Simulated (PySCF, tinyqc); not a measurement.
Worked calculation: CID on RHF in the sto-6g basis, frozen core, for LiH, spin multiplicity 1. The lowest restricted solution is unstable here: a spin-polarised one lies 0.0036 hartree lower (PySCF). One step of it, computed by the program tinyqc.

Problem. Iteration 1: building the Fock matrix. J_ij = sum D_kl (ij|kl), K_ij = sum D_kl (ik|jl); F = H + J - 0.5 K; E = tr D H + tr D J / 2 - 0.25 tr D K + E_nn.

D at the start:
```
            1Li 1s    1Li 2s   1Li 2px   1Li 2py    1Li 2pz      2H 1s
1Li 1s    1.977453  0.024895  0.000000  0.000000  -0.086443  -0.127796
1Li 2s    0.024895  0.173463  0.000000  0.000000   0.276414   0.360637
1Li 2px   0.000000  0.000000  0.000000  0.000000   0.000000   0.000000
1Li 2py   0.000000  0.000000  0.000000  0.000000   0.000000   0.000000
1Li 2pz  -0.086443  0.276414  0.000000  0.000000   0.448526   0.586151
2H 1s    -0.127796  0.360637  0.000000  0.000000   0.586151   0.766117
```

core Hamiltonian H = T + V (hartree):
```
            1Li 1s     1Li 2s    1Li 2px    1Li 2py    1Li 2pz      2H 1s
1Li 1s   -4.692921  -0.996256   0.000000   0.000000  -0.009153  -0.082243
1Li 2s   -0.996256  -1.326516   0.000000   0.000000  -0.088780  -0.397223
1Li 2px   0.000000   0.000000  -1.090627   0.000000   0.000000   0.000000
1Li 2py   0.000000   0.000000   0.000000  -1.090627   0.000000   0.000000
1Li 2pz  -0.009153  -0.088780   0.000000   0.000000  -1.157695  -0.542736
2H 1s    -0.082243  -0.397223   0.000000   0.000000  -0.542736  -1.198435
```

Two-electron integrals (ij|kl) in chemists' order, unique and non-zero (hartree):
```
(11|11) 1.681247   (21|11) 0.242603   (21|21) 0.044507   (22|11) 0.397190
(22|21) 0.090279   (22|22) 0.290625   (31|31) 0.009437   (32|31) 0.014261
(32|32) 0.064236   (33|11) 0.397190   (33|21) 0.090279   (33|22) 0.290625
(33|33) 0.313125   (41|41) 0.009437   (42|41) 0.014261   (42|42) 0.064236
(43|43) 0.016875   (44|11) 0.397190   (44|21) 0.090279   (44|22) 0.290625
(44|33) 0.279374   (44|44) 0.313125   (51|51) 0.009437   (52|51) 0.014261
(52|52) 0.064236   (53|53) 0.016875   (54|54) 0.016875   (55|11) 0.397190
(55|21) 0.090279   (55|22) 0.290625   (55|33) 0.279374   (55|44) 0.279374
(55|55) 0.313125   (61|11) 0.019141   (61|21) 0.003464   (61|22) 0.007198
(61|33) 0.007093   (61|44) 0.007093   (61|51) 0.000467   (61|52) 0.000985
(61|55) 0.007408   (61|61) 0.000300   (62|11) 0.078909   (62|21) 0.018351
(62|22) 0.067065   (62|33) 0.063221   (62|44) 0.063221   (62|51) 0.002958
(62|52) 0.020838   (62|55) 0.074752   (62|61) 0.001770   (62|62) 0.030719
(63|31) 0.001148   (63|32) 0.006127   (63|53) 0.002726   (63|63) 0.001593
(64|41) 0.001148   (64|42) 0.006127   (64|54) 0.002726   (64|64) 0.001593
(65|11) 0.106785   (65|21) 0.024997   (65|22) 0.093764   (65|33) 0.087334
(65|44) 0.087334   (65|51) 0.004606   (65|52) 0.032419   (65|55) 0.106622
(65|61) 0.002482   (65|62) 0.046371   (65|65) 0.070473   (66|11) 0.242440
(66|21) 0.057114   (66|22) 0.229338   (66|33) 0.210263   (66|44) 0.210263
(66|51) 0.009073   (66|52) 0.082683   (66|55) 0.267491   (66|61) 0.005653
(66|62) 0.139402   (66|65) 0.216282   (66|66) 0.774999
```

nuclear repulsion = 0.72755804 hartree

Give: Coulomb J; exchange K; Fock matrix F; total energy of this density.

Solution.

Coulomb J (hartree):
```
         1Li 1s  1Li 2s  1Li 2px  1Li 2py  1Li 2pz   2H 1s
1Li 1s   3.9467  0.6235   0.0000   0.0000   0.0206  0.0515
1Li 2s   0.6235  1.3028   0.0000   0.0000   0.1492  0.3960
1Li 2px  0.0000  0.0000   1.2729   0.0000   0.0000  0.0000
1Li 2py  0.0000  0.0000   0.0000   1.2729   0.0000  0.0000
1Li 2pz  0.0206  0.1492   0.0000   0.0000   1.3627  0.5747
2H 1s    0.0515  0.3960   0.0000   0.0000   0.5747  1.6325
```

exchange K (hartree):
```
          1Li 1s  1Li 2s  1Li 2px  1Li 2py  1Li 2pz   2H 1s
1Li 1s    3.3470  0.5151   0.0000   0.0000  -0.0016  0.0449
1Li 2s    0.5151  0.2634   0.0000   0.0000   0.2252  0.3318
1Li 2px   0.0000  0.0000   0.0466   0.0000   0.0000  0.0000
1Li 2py   0.0000  0.0000   0.0000   0.0466   0.0000  0.0000
1Li 2pz  -0.0016  0.2252   0.0000   0.0000   0.3721  0.4899
2H 1s     0.0449  0.3318   0.0000   0.0000   0.4899  1.0092
```

Fock matrix F (hartree):
```
          1Li 1s   1Li 2s  1Li 2px  1Li 2py  1Li 2pz    2H 1s
1Li 1s   -2.4198  -0.6303   0.0000   0.0000   0.0123  -0.0532
1Li 2s   -0.6303  -0.1554   0.0000   0.0000  -0.0522  -0.1671
1Li 2px   0.0000   0.0000   0.1590   0.0000   0.0000   0.0000
1Li 2py   0.0000   0.0000   0.0000   0.1590   0.0000   0.0000
1Li 2pz   0.0123  -0.0522   0.0000   0.0000   0.0190  -0.2129
2H 1s    -0.0532  -0.1671   0.0000   0.0000  -0.2129  -0.0705
```

total energy of this density = -7.883810 hartree
